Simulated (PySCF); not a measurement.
# C3H3P2: the cost of one run

Computed with PySCF 2.14.0 and routines of our own; the level stands in each step. Atoms count from 0.

## (1) The starting structure

8 atoms, charge -1, multiplicity 1; geometry from: PBE0-D3(BJ)/def2-SVP.

## (2) Magnetic properties: GIAO wB97X-D/aug-pcSseg-1

Job settings and geometry (Å):

```
{"job": {"kind": "mag", "xc": "wB97X-D", "basis": "aug-pcSseg-1"}, "charge": -1, "multiplicity": 1}
C     -0.815599     0.722354     0.317259
C     -0.993385    -0.518998    -0.282694
P      0.457656    -1.450041    -0.640670
C      1.539084    -0.238196    -0.004291
P      0.840477     1.220515     0.649438
H     -1.667364     1.366264     0.574683
H     -1.992938    -0.905722    -0.522834
H      2.625420    -0.389359    -0.012976
```

Level: GIAO wB97X-D/aug-pcSseg-1 magnetisability, rotational g tensor and spin-rotation constants, non-relativistic, gas phase.

On the command line:

```sh
OMP_NUM_THREADS=1 python excited_run.py task.json out
```

The driver reads the jobs from task.json and runs them one after another.

Q: Estimate the wall time and peak memory of this first job on 1 thread of Arm Neoverse V2, shared host.

About 21 s, with a peak of 0.79 GiB.
